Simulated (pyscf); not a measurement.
hydrogen fluoride (HF) + F–MoH(F)(F)(F)–F → F–Mo(F)(F)(F)(F)–F + hydrogen (H₂), a four-centre exchange (singlet surface; F–H, H–Mo broken, F–Mo, H–H formed). PySCF, gas phase, ωB97X-D3(BJ)/def2-SVP geometries. Energies in kJ/mol from the separated reactants.

Small-basis levels: PySCF, no dispersion term, spherical d functions. AM1 to PM7: differences of heats of formation from MOPAC, which are fitted to 298 K values and so differ in kind from electronic energies by zero-point and thermal terms. Cost: rough CPU time at the saddle relative to B3LYP/6-31G*+LANL2DZ, from one job on a shared machine.

```json
[
 {"level": "HF/6-31G*+LANL2DZ", "barrier": "(withheld)", "reaction energy": "-61.3", "cost": "0.1"},
 {"level": "MP2/6-31G*+LANL2DZ", "barrier": "42.8", "reaction energy": "-214.2", "cost": "0.2"},
 {"level": "SVWN5/6-31G*+LANL2DZ", "barrier": "-34.9", "reaction energy": "-162.2", "cost": "1"},
 {"level": "BP86/6-31G*+LANL2DZ", "barrier": "(withheld)", "reaction energy": "-155.8", "cost": "2"},
 {"level": "PBE/6-31G*+LANL2DZ", "barrier": "16.1", "reaction energy": "-157.3", "cost": "2"},
 {"level": "B3LYP/6-31G*+LANL2DZ", "barrier": "57.6", "reaction energy": "-139.1", "cost": "1"},
 {"level": "PM6", "barrier": "12.8", "reaction energy": "-125.1", "cost": "under 0.02"},
 {"level": "ωB97M-D3(BJ)/def2-TZVP", "barrier": "(withheld)", "reaction energy": "-89.0", "cost": "–"}
]
```

### Question
Some entries are withheld; supply them.

### Answer

- HF/6-31G*+LANL2DZ, barrier: 200.0
- BP86/6-31G*+LANL2DZ, barrier: 25.5
- ωB97M-D3(BJ)/def2-TZVP, barrier: 78.5

Against the last row the barrier runs from -113.5 (SVWN5/6-31G*+LANL2DZ) to +121.4 kJ/mol (HF/6-31G*+LANL2DZ). At SVWN5/6-31G*+LANL2DZ this geometry lies under one side, so the entry may be no barrier of that level: it is a single point on another level's saddle. ωB97M-D3(BJ)/def2-TZVP has limits of its own. At the saddle there is also a short H–Mo contact that neither side keeps. One saddle was located; it need not be the lowest between these sides. In the def2 sets elements past Kr carry core potentials, without spin-orbit coupling.
